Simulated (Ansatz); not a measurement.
**Worked example: CCl, sextet against CCl, quartet**

Geometry (PBE0/def2-TZVP stationary point of a quartet), kept for both states (CCl, quartet: Σ⁻; CCl, sextet: Π):

```tsv
atom	x (Å)	y (Å)	z (Å)
C	0.0000	0.0000	0.0000
Cl	0.0000	0.0000	1.6442
```

Basis cc-pVTZ; Ansatz 0.2.0. Correlated methods freeze the noble-gas cores. Prefix R: restricted or restricted open-shell reference; prefix U: unrestricted.

Full CI isn't at hand for all of this; UCCSDT(Q) serves as the reference, and is uncertain by about the last step of the cluster series.

```csv
level,"E(CCl, quartet) (hartree)","E(CCl, sextet) (hartree)"
UHF,-497.216579,-496.906700
UMP2,-497.471304,-497.131631
UCCSD(T),-497.510261,-497.172649
PBE,-497.843122,-497.508713
wB97M-V,-498.038803,-497.696144
UCCSDT(Q),-497.511825,-497.174142
```

**Question.** Give the vertical gap, CCl sextet less CCl quartet, at each level in eV (1 hartree = 27.2114 eV), and each error against UCCSDT(Q).

**Answer.** UCCSDT(Q): (-497.174142 − (-497.511825)) × 27.2114 = 9.189 eV (the reference)
wB97M-V: (-497.696144 − (-498.038803)) × 27.2114 = 9.324 eV, error 0.135 eV
PBE: (-497.508713 − (-497.843122)) × 27.2114 = 9.100 eV, error -0.089 eV
UCCSD(T): (-497.172649 − (-497.510261)) × 27.2114 = 9.187 eV, error -0.002 eV
UMP2: (-497.131631 − (-497.471304)) × 27.2114 = 9.243 eV, error 0.054 eV
UHF: (-496.906700 − (-497.216579)) × 27.2114 = 8.432 eV, error -0.757 eV

Total energies of functionals can't be set beside those of wave-function methods, since they hold the core's correlation and their own absolute errors; only the differences compare.

Each level lands on the state that its own search finds. T1 diagnostics of restricted CCSD: 0.028 and 0.023.
